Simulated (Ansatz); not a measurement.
Two isomers of C3H4S: A = `CC=C=S`, B = `C=C1CS1`.

Isolated molecules relaxed with PBE0-D4/def2-TZVP in Ansatz; ΔE leaves out vibrations. CCSD(T)/CBS is the MP2 limit (def2-TZVPP, def2-QZVPP) plus CCSD(T) − MP2 in def2-TZVPP, frozen cores. Functionals use def2-TZVPP.

A:

```xyz
8

C    -0.476    0.106   -0.885
C     0.257   -0.491    0.279
C     0.636    0.180    1.332
S     1.083    0.990    2.582
H     0.096   -0.022   -1.809
H    -1.444   -0.383   -1.025
H    -0.650    1.171   -0.737
H     0.497   -1.551    0.263
```

B:

```xyz
8

C    -0.4631   -1.2810    0.3936
C     0.1785   -0.1451    0.2104
C     0.2005    1.1234   -0.4927
S     1.5635    0.7740    0.6828
H    -0.0991   -2.0329    1.0817
H    -1.3786   -1.4814   -0.1503
H     0.4848    1.1372   -1.5405
H    -0.4866    1.9058   -0.1850
```

**Question.** Which isomer does CCSD(T)/CBS put lower? Give the gap. (Estimate.)

**Answer.** Computed: A, by 24.3 kJ/mol.

**Question.** Give E(B) − E(A) in kJ/mol with CCSD(T)/def2-TZVPP, HF/def2-TZVPP, CCSD/def2-TZVPP, BLYP-D4, MP2/def2-TZVPP, PBE0-D4, r2SCAN-D4. (Estimate.)

**Answer.** Ansatz gave: CCSD(T)/def2-TZVPP 28.4, HF/def2-TZVPP 36.6, CCSD/def2-TZVPP 27.0, BLYP-D4 41.0, MP2/def2-TZVPP 23.1, PBE0-D4 16.7, r2SCAN-D4 27.1. None reverses the order clearly.

**Question.** Does the order hold for the free energy at 298.15 K (harmonic terms from PBE0-D4)? (Best estimate.)

**Answer.** Ansatz gave: Yes: G(B) − G(A) = +28.6 kJ/mol.

Largest T1 diagnostic: 0.016.

From PBE to PBE0 (25 % exact exchange), in def2-TZVPP and without D4, E(B) − E(A) moves by −6.1 kJ/mol. Leaving LDA and LC-ωPBE aside and taking each functional with its dispersion term where it has one, the values spread over 24.3 kJ/mol, from PBE0-D4 to BLYP-D4. LDA lies −10.0 kJ/mol from PBE without D4.
